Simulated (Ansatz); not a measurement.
We consider bcc Ba, described by HSE06-D3(BJ) in Ansatz (PAW).

Run with plane-wave cutoff 460 eV, 10×10×10 k mesh, Fermi–Dirac smearing 0.05 eV, scalar-relativistic PAW data made under PBE.

Computed points:

```
V (Å³/atom)  E − E_lowest (meV/atom)
-----------  -----------------------
57.089                          5.17
58.611                          1.40
60.094                          0.00
61.596                          0.61
63.099                          3.06
```

Estimate the bulk modulus and its pressure derivative from these points.

V0 = 60.373 Å³/atom, B0 = 8.60 GPa, B′ = 3.4 (fit to the energies at full precision).

Measured, for comparison: bulk modulus 9.34 GPa (corrected for temperature and zero-point phonon effects, our sources range from 9.34 to 10.6; as tabulated in Levämäki et al. (2014), arXiv:1402.3671); equilibrium volume per atom 62.31 Å³/atom (low-temperature or extrapolated to 0 K; zero-point anharmonic expansion removed; as tabulated in Csonka et al. (2009), arXiv:0903.4037). Computed (rounded) less measured: bulk modulus -8 % (-8 % to -19 % over the range), equilibrium volume per atom -3.1 %.

Spin–orbit coupling is not included.

Computed values are for the static lattice.

Ansatz is a first-principles code.
